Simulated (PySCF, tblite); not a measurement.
Isomers of [C5H10O]+ (charge +1 and doublet state). Computed values, GFN2-xTB/tblite, gas phase, harmonic and unscaled. Errors from tens to a few hundred cm⁻¹ against measured bands are possible. One conformer each. Open shells enter through the occupations alone, without spin polarisation, and single modes of such species can be off by tens of per cent.

Electronic energies: B3LYP/pcH-1 single points on the GFN2-xTB geometries (PySCF, gas phase).

| SMILES | electronic energy, lowest = 0 (kcal/mol) |
| --- | --- |
| CCC(=[O+])CC | 14.7 |
| CCCCC=[O+] | 31.8 |
| [CH2+][CH]OC(C)C | 14.1 |
| C[CH+][C](C)OC | 0.0 |

**Question.** How do GFN2-xTB zero-point energies change the relative energies?

**Answer.** 
| SMILES | ZPE (kcal/mol) | of it from modes above 1550 cm⁻¹ | electronic (kcal/mol) | with ZPE, lowest = 0 (kcal/mol) | lowest mode (cm⁻¹) | rings |
| --- | --- | --- | --- | --- | --- | --- |
| C[CH+][C](C)OC | 84.8 | 42.9 | 0.0 | 0.0 | 126 | 0 |
| [CH2+][CH]OC(C)C | 84.7 | 43.5 | 14.1 | 14.1 | 53 | 0 |
| CCC(=[O+])CC | 84.6 | 45.4 | 14.7 | 14.6 | 24 | 0 |
| CCCCC=[O+] | 84.1 | 44.5 | 31.8 | 31.1 | 52 | 0 |

The zero-point energies span 0.7 kcal/mol, from `CCCCC=[O+]` to `C[CH+][C](C)OC`. The order is unchanged.

**Question.** And how do the electronic energies of GFN2-xTB itself compare?

**Answer.** `C[CH+][C](C)OC` 0.0; `[CH2+][CH]OC(C)C` 19.2; `CCC(=[O+])CC` 14.6; `CCCCC=[O+]` 25.0 kcal/mol, lowest = 0. Against the energies above, taken from the same isomer `C[CH+][C](C)OC`, the largest difference is 6.8 kcal/mol.

**Question.** What do entropy and thermal enthalpy add at 298.15 K and 1 bar (rigid rotor, harmonic oscillator, one conformer each)?

**Answer.** 
| SMILES | point group | symmetry number | S (cal/(mol K)) | H − H(0) (kcal/mol) | ZPE + H − H(0) − TS (kcal/mol) |
| --- | --- | --- | --- | --- | --- |
| C[CH+][C](C)OC | Cs | 1 | 87.2 | 5.69 | 64.4 |
| [CH2+][CH]OC(C)C | Cs | 1 | 87.5 | 5.61 | 64.3 |
| CCCCC=[O+] | C1 | 1 | 88.5 | 5.54 | 63.3 |

S holds R ln(2S + 1) for the spin.

Not tabulated: `CCC(=[O+])CC` (lowest mode only 24 cm⁻¹).
